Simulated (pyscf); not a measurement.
# Routes from H₂P–PH₂ + silylene (SiH₂) [singlet]

Candidate steps break at most two bonds and form at most two. Each was searched with GFN2-xTB (tblite) first. Structures and frequencies: ωB97X-D3(BJ)/def2-SVP in PySCF. MP2 and CC: frozen core, UHF for open shells. ΔMP2 is the change of the MP2 total energy from the triple- to the quadruple-zeta basis. Energies: CCSD(T)/def2-TZVPP + ΔMP2(QZVPP), eV, from the separated reactants, singlet surface; ΔG‡ with ideal gas, 1 atm, RRHO with modes under 100 cm⁻¹ raised to 100, one conformer, R ln 2 for chiral ones without a mode under 150 cm⁻¹.

```
products                             type    ΔE‡     ΔE  ΔG‡ 298 K  ΔG‡ 900 K  ν‡ (cm⁻¹)
------------  ---------------------------  -----  -----  ---------  ---------  ---------
H₃Si–PH–PH₂                     insertion  -0.34  -2.70       0.18       1.13       624i
HP=PH + SiH₄  concerted two-bond exchange   0.22  -1.52       0.62       1.58      1065i
```

Row 1: On the reactant side the descent ends in an adduct with a H–Si contact, 0.50 eV under the separated species and 0.08 eV under the saddle at ωB97X-D3(BJ)/def2-TZVP. Row 2: On the reactant side the descent ends in an adduct with a H–Si contact, 0.50 eV under the separated species and 0.73 eV under the saddle at ωB97X-D3(BJ)/def2-TZVP. 

Plain bond fissions and candidates not yet searched are not listed, and one of them may be faster. Each barrier is that of the saddle found; lower ones may exist. The CCSD(T) − MP2 part came from Ansatz, without density fitting, on the same reference.
